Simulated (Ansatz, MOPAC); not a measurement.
Species: ethanol, C2H6O, net charge 0, singlet state. SMILES: CCO
Geometry from a B3LYP-D3(BJ)/def2-TZVP (Ansatz, an electronic-structure program) optimisation:
```
C
H 1 1.0973
H 1 1.0973 2 107.69
O 1 1.4270 2 110.49 3 -120.76
H 4 0.9624 1 108.87 2 59.54
C 1 1.5131 2 110.09 3 120.04
H 6 1.0909 1 110.47 2 60.81
H 6 1.0909 7 108.30 1 -121.11
H 6 1.0917 7 108.54 8 -117.66
```

Wanted: vertical ionisation energy to the doublet, in eV. Conventions: each state is the SCF solution reached for its charge and spin; non-relativistic; no dispersion term unless named; open shells spin-unrestricted; spin-orbit terms left out. First-principles rows: single points at B3LYP-D3(BJ) geometries (Ansatz). Semi-empirical rows: differences of heats of formation at the shared geometry for vertical values.

| species | coefficient | E at B3LYP/STO-3G (Ansatz), Eh | E at PBE0/def2-TZVPD (Ansatz), Eh | heat of formation at MNDO (MOPAC), kcal/mol |
|---|---|---|---|---|
| charge 1, doublet | +1 | -152.72450 | -154.53840 | 188.50 |
| charge 0, singlet | -1 | -153.02077 | -154.92282 | -60.64 |

 1 Eh = 27.2114 eV and 1 eV = 23.0605 kcal/mol.

Problem. Work the quantity out at each level.

Solution. 
- B3LYP/STO-3G: the sum of coefficient times E is 0.29627 Eh, or 8.062 eV. Result: 8.06 eV.
- PBE0/def2-TZVPD: the sum of coefficient times E is 0.38442 Eh, or 10.461 eV. Result: 10.46 eV.
- MNDO: the sum of coefficient times heat of formation is 249.14 kcal/mol, or 10.80 eV.
